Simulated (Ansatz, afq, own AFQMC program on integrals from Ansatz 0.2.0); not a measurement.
AFQMC on a folder of integrals that Ansatz 0.2.0 wrote.

```yaml
crystal:
  periodic: [false, false, false]
  atoms:
    - {symbol: B, position_ang: [-0.114887, 0.000009, 0.089052]}
    - {symbol: H, position_ang: [0.311423, 0.539087, -0.991887]}
    - {symbol: H, position_ang: [0.609492, -0.000048, 1.028622]}
    - {symbol: H, position_ang: [0.311340, -0.539134, -0.991888]}
basis:
  gaussian: {orbitals: aug-cc-pVDZ}
magnetization: {spin_polarized: true, initial_magnetization: 2}
correlation: {method: ccsd_t, electrons: outside_noble_gas, hamiltonian_folder: ham}
```

```sh
$ ansatz run in.yaml --threads 1 --pin off --events-out ev --progress --plain --max-ram 24576MiB --backend cuda --devices 0, --max-vram 18GiB
```

afq runs on the folder ham with

```
--method phaseless --trial hf --walkers 4000 --populations 20 --least-time 40 --time-step 0.005 --steps-per-block 20 --equilibration-blocks 112 --max-blocks 4000 --target-error 0.0007499999999999999 --factor-cut 1e-05 --start spin_pure --seed 7706 --taylor-order 6
```

Times are imaginary, in 1/Eh. The walk had a cap of 60 s. With eight or more populations the least sampling time is a fifth of least-time, and the error comes from their spread.

Output of the walk:

```
orbitals 49  electrons 4 2  factors 399 of 480
reference energy -26.26232272 Eh
CCSD correlation -0.11013746 Eh in 10 cycles, weight of the determinant in the CISD state 0.9414
energy of the start -26.262448 Eh
 block  time / (1/Eh)  mean weight  energy / Eh
     1     0.100  1.0002  -26.284364
     2     0.200  1.0004  -26.301059
     3     0.300  1.0009  -26.314402
     4     0.400  1.0007  -26.325020
     5     0.500  1.0004  -26.332874
     7     0.700  1.0002  -26.344238
     9     0.900  1.0003  -26.352528
    13     1.300  1.0000  -26.361252
    21     2.100  1.0002  -26.370680
    25     2.500  1.0000  -26.371182
    29     2.900  1.0000  -26.372491
    37     3.700  1.0000  -26.375396
    45     4.500  1.0000  -26.378760
    53     5.300  0.9998  -26.375725
    61     6.100  0.9999  -26.374180
    69     6.900  0.9999  -26.376792
    77     7.700  1.0000  -26.372857
    85     8.500  1.0001  -26.375213
    93     9.300  1.0001  -26.374555
   101    10.100  1.0001  -26.373863
   109    10.900  0.9999  -26.375000
   117    11.700  1.0000  -26.374311
   125    12.500  1.0000  -26.377362
   133    13.300  0.9998  -26.375567
   141    14.100  1.0001  -26.377498
   149    14.900  1.0000  -26.375378
   157    15.700  1.0000  -26.374865
   165    16.500  1.0000  -26.375693
   173    17.300  1.0003  -26.375383
   181    18.100  1.0001  -26.372951
   189    18.900  1.0000  -26.372619
error from the spread of 20 populations
energy -26.375312 +/- 0.000445 Eh
(rows thinned)
```

The run passed its tests (sampling time, drift between the halves within three errors, error under three times the target), which doesn't prove that it has relaxed.

Against this walk (error 12.1 meV) on the same determinant: CCSD(T) 12.5 meV higher (within the noise), CCSDT(Q) 4.8 meV lower (within the noise), a separate phaseless walk with a CISD trial and standard settings 1.6 ± 12.1 meV lower (within the noise). The error is statistical and leaves out the bias of the constraint.

Cautions: constraint bias not in the error; lower spins were not checked.

The walk took 15 s on 1 × NVIDIA H100 80GB HBM3 with 2 threads of AMD EPYC 7R13 Processor (Zen 3), with other jobs on the host (the card was shared). The log's last line is the phaseless energy.

CCSDT and higher add their correlation energy to the determinant of the CCSD(T) run, since their own runs factorise the integrals more tightly (a shift of under 2 meV). A walk keeps the symmetry of its determinant, which the program's search chose and which needn't be the lowest solution, so a lower state of the same spin and another symmetry isn't excluded.
